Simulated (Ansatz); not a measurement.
Reaction (substitution at a C–C bond): `CCCCC(C)CC` + HCl → `CCCCCl` + `CCCC`

Calculated with Ansatz (gas phase, PBE0-D4/def2-TZVP geometries, no zero-point term in ΔE). CBS: MP2 limit from def2 TZ/QZ plus the TZ coupled-cluster correction, frozen cores. This one scheme is used for every species. Functionals use def2-TZVPP. Each species was taken in one conformer, which may not be the lowest.

```
             level  ΔE (eV)
         revPBE-D4     0.13
SCS-MP2/def2-TZVPP     0.16
```

Task: What does CCSD(T)/CBS give? (An estimate is asked.)

Result: Computed: +0.18 eV. The listed levels differ from it by -0.05, -0.02 eV.

Largest T1 diagnostic among the species: 0.009.

Leaving LDA and LC-ωPBE aside and taking each functional with its dispersion term where it has one, the values, not all of them listed here, spread over 0.11 eV, from B2PLYP to ωB97M-V. LDA lies +0.22 eV from PBE without D4. From PBE to PBE0 (25 % exact exchange), in def2-TZVPP and without D4, ΔE moves by +0.04 eV. The D4 term adds +0.14 eV with B3LYP and +0.09 eV with PBE0; it sums over pairs of atoms, weighted by their polarisabilities, and B3LYP, whose exchange is more repulsive, gets the larger term.

B3LYP here is the variant with VWN-RPA as its local correlation; programs differ in this.
